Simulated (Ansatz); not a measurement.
Compare A (`C=CC(O)Cl`) with its isomer B (`CC(Cl)C=O`).

Computed with Ansatz on PBE0-D4/def2-TZVP structures; ΔE is electronic, products minus reactants. CCSD(T)/CBS is the MP2 limit (def2-TZVPP, def2-QZVPP) plus CCSD(T) − MP2 in def2-TZVPP, frozen cores. DFT in def2-TZVPP. Each species was taken in one conformer, which may not be the lowest.

A:

```xyz
10

C    -0.191   -0.179   -1.550
C     0.363   -0.427   -0.375
C    -0.181   -0.099    0.979
O     0.708    0.649    1.725
Cl   -1.796    0.715    0.883
H    -1.160    0.297   -1.630
H     0.316   -0.452   -2.468
H     1.337   -0.909   -0.317
H    -0.375   -1.006    1.553
H     0.978    1.410    1.199
```

B:

Z-matrix (Å, degrees):
```
C
C 1 1.504
H 1 1.090 2 110.6
H 1 1.092 2 109.3 3 120.2
H 1 1.090 2 110.6 3 -121.1
Cl 2 1.793 1 112.0 3 60.3
C 2 1.514 1 114.0 3 -179.2
H 2 1.095 1 111.6 3 -57.1
O 7 1.197 2 123.4 1 9.4
H 7 1.108 2 114.5 1 -170.7
```

(1) Which isomer does CCSD(T)/CBS put lower? Give the gap. (Best estimate.)

(2) Give E(B) − E(A) in kcal/mol with CCSD(T)/def2-SVP, PBE0-D4, r2SCAN-D4, BLYP-D4, PBE-D4, ωB97M-V, CCSD(T)/def2-TZVPP. (An estimate is asked.)

(3) Does the order hold for the free energy at 298.15 K (harmonic terms from PBE0-D4)? (Estimate.)

Largest T1 diagnostic: 0.013.

## Answers

(1) Computed: B, by 9.6 kcal/mol.

(2) The calculation gave: CCSD(T)/def2-SVP -15.1, PBE0-D4 -10.4, r2SCAN-D4 -10.5, BLYP-D4 -10.4, PBE-D4 -10.4, ωB97M-V -10.4, CCSD(T)/def2-TZVPP -10.7. None reverses the order clearly.

(3) Ansatz gave: Yes: G(B) − G(A) = -10.5 kcal/mol, for one conformer each.

Leaving LDA and LC-ωPBE aside and taking each functional with its dispersion term where it has one, the values, not all of them listed here, spread over 1.6 kcal/mol, from ωB97X-V to r2SCAN0-D4. LDA lies +2.8 kcal/mol from PBE without D4. In def2-TZVPP, CCSD(T) changes the Hartree–Fock value by +1.9 kcal/mol (the triples alone add +0.3 kcal/mol) and MP2 by +1.3 kcal/mol.
